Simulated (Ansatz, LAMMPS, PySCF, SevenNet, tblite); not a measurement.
## Ladder of methods for the lattice constant a of rock-salt CaO

Reference value: 4.781 Å (measured, zero-point anharmonic expansion removed; as tabulated in Chen et al. (2018), doi:10.1103/physrevmaterials.2.073803).

```csv
level (code),value (Å)
"ionic model lewis1985a (rigid ions, LAMMPS)",4.808
GFN1-xTB (tblite),4.578
SevenNet-0,4.838
LDA (Ansatz),4.708
PBE (Ansatz),4.831
r²SCAN (Ansatz),4.795
HSE06 (Ansatz),___
Hartree–Fock (Ansatz),___
MP2 (PySCF),___
```

Question: Some entries are withheld; supply them.

Answer: 
- HSE06 (Ansatz, a program for electronic structure), value (Å): 4.798
- Hartree–Fock (Ansatz), value (Å): 4.858
- MP2 (PySCF), value (Å): 4.821 ± 0.04

Errors against the reference: ionic model lewis1985a +0.56 %, GFN1-xTB -4.25 %, SevenNet-0 +1.19 %, LDA -1.53 %, PBE +1.05 %, r²SCAN +0.29 %, HSE06 +0.36 %, Hartree–Fock +1.61 %, MP2 +0.84 %.

Once the reference is moved by up to 0.30 % (a margin picked here for doubts on the reference and the settings) and values within 0.10 % count as equal, the nearest can be r²SCAN (+0.29 %) or HSE06 (+0.36 %). Farthest off among them: GFN1-xTB (-4.25 %). Within 2 %: ionic model lewis1985a, SevenNet-0, LDA, PBE, r²SCAN, HSE06, Hartree–Fock, MP2.

A ± on a computed value is a rough bar: the spread of its extrapolation, a floor set from checks against published values, or a statistical error. GFN1-xTB: the method was fitted mainly to molecules. GFN1-xTB: the run uses a supercell at the zone centre in place of a k mesh. Cutoffs and k meshes differ between the levels. Ansatz's density-functional and Hartree–Fock values are scalar-relativistic unless marked +SOC, with PAW data made under PBE.

Empirical potentials (ionic model lewis1985a) are fitted to chosen data: where that held the value shown, agreement is built in, and what lay outside the fit can be far off. Machine-learned potentials (SevenNet-0) are trained on DFT data: a solid inside that data is no test of them.

Differences are worked out from the printed values.
